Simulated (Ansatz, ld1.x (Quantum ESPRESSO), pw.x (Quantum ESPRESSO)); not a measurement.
# pw.x on bcc Mg: one setting changed

Potential: norm-conserving Troullier–Martins (Kleinman–Bylander form), ld1.x (Quantum ESPRESSO) 7.5, PBEsol; core [Ne], reference 3s2 3p0; waves: 3s (bound): rc 2.80 bohr; 3p (bound, empty): rc 2.35 bohr; 3d channel at -0.05 Ry: rc 2.85 bohr; local part: the d channel; core correction: Bessel-smoothed model core inside 1.45 bohr.

The reference run (k-mesh 13³, cutoffs 50/200 Ry, Fermi–Dirac 0.01 Ry, mixing_beta 0.4, conv_thr 1e-9, no spin) gives -0.26 GPa at 22.446 Å³/atom, where all-electron LAPW gives 0.16 GPa. This run, with its own iteration cap, changes smearing to mv.

```
&control
  calculation='scf', prefix='x', pseudo_dir='./', outdir='./tmp', tstress=.true., disk_io='none'
/
&system
  ibrav=0, nat=1, ntyp=1, ecutwfc=50, ecutrho=200, nbnd=8,
  occupations='smearing', smearing='mv', degauss=0.01
/
&electrons
  conv_thr=1e-09, mixing_beta=0.4, electron_maxstep=50
/
ATOMIC_SPECIES
Mg 1.0 Mg.UPF
CELL_PARAMETERS angstrom
  -1.77702276 1.77702276 1.77702276
  1.77702276 -1.77702276 1.77702276
  1.77702276 1.77702276 -1.77702276
ATOMIC_POSITIONS crystal
Mg 0.0000 0.0000 0.0000
K_POINTS automatic
13 13 13 0 0 0
```

```bash
pw.x < Mg.scf.in > Mg.scf.out
```

How does the run end?

It converges in 6 iterations; the free energy moves by +16.6 meV/atom and the pressure by -0.01 GPa. This scheme is built to cancel the term in the square of the width that Fermi–Dirac smearing leaves in the F of a metal.

```
Message from routine setup:
     using ibrav=0 with symmetry is DISCOURAGED, use correct ibrav instead
     lattice parameter (alat)  =       5.8164  a.u.
     unit-cell volume          =     151.4731 (a.u.)^3
     number of electrons       =         2.00
     number of Kohn-Sham states=            8
     kinetic-energy cutoff     =      50.0000  Ry
     charge density cutoff     =     200.0000  Ry
     scf convergence threshold =      1.0E-09
     Exchange-correlation= PBESOL
     number of k points=    84  Marzari-Vanderbilt smearing, width (Ry)=  0.0100
     iteration #  1     ecut=    50.00 Ry     beta= 0.40
     total energy              =      -6.55925583 Ry
     estimated scf accuracy    <       0.00426765 Ry
     iteration #  2     ecut=    50.00 Ry     beta= 0.40
     total energy              =      -6.55865952 Ry
     estimated scf accuracy    <       0.00141697 Ry
     iteration #  3     ecut=    50.00 Ry     beta= 0.40
     total energy              =      -6.55869973 Ry
     estimated scf accuracy    <       0.00000011 Ry
     iteration #  4     ecut=    50.00 Ry     beta= 0.40
     total energy              =      -6.55870054 Ry
     estimated scf accuracy    <       0.00000014 Ry
     iteration #  5     ecut=    50.00 Ry     beta= 0.40
     total energy              =      -6.55870053 Ry
     estimated scf accuracy    <       0.00000004 Ry
     iteration #  6     ecut=    50.00 Ry     beta= 0.40
     the Fermi energy is     3.7341 ev
!    total energy              =      -6.55870053 Ry
     estimated scf accuracy    <          7.8E-11 Ry
     smearing contrib. (-TS)   =      -0.00006867 Ry
     The total energy is F=E-TS. E is the sum of the following terms:
     one-electron contribution =       1.33152471 Ry
     hartree contribution      =       0.00369137 Ry
     xc contribution           =      -5.72640307 Ry
     ewald contribution        =      -2.16744486 Ry
     convergence has been achieved in   6 iterations
          total   stress  (Ry/bohr**3)                   (kbar)     P=       -2.61
     Message from routine punch:
     Nothing written, as per user request (disk_io='none')
```

The run took about 5.7 s on one core of a shared host (Neoverse-V2, 96 threads, 371 GiB, load 36).
